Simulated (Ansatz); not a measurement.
Consider the formal loss of a carbene: `CC1=NCCO1` → `C1=NCCO1` + `[CH2]` (triplet).

Gas-phase electronic energies from Ansatz, PBE0-D4/def2-TZVP geometries. CBS: MP2 limit from def2 TZ/QZ plus the TZ coupled-cluster correction, frozen cores. This one scheme is used for every species. Functionals use def2-TZVPP. HSE06 is defined as in plane-wave codes. Triplets are unrestricted, without spin–orbit coupling.

CCSD(T)/CBS gives +4.82 eV.

Another level gave +4.73 eV. Which?
A. HSE06-D4/def2-TZVPP
B. BLYP-D4/def2-TZVPP
C. PBE-D4/def2-TZVPP
D. ωB97X-V/def2-TZVPP

B. BLYP-D4 4.73, PBE-D4 4.89, ωB97X-V 4.95, HSE06-D4 4.82 eV.

Largest T1 diagnostic among the species: 0.014.

At CCSD(T), def2-SVP lies −0.16 eV from the extrapolated value and def2-TZVPP −0.12 eV. From PBE to PBE0 (25 % exact exchange), in def2-TZVPP and without D4, ΔE moves by −0.06 eV.
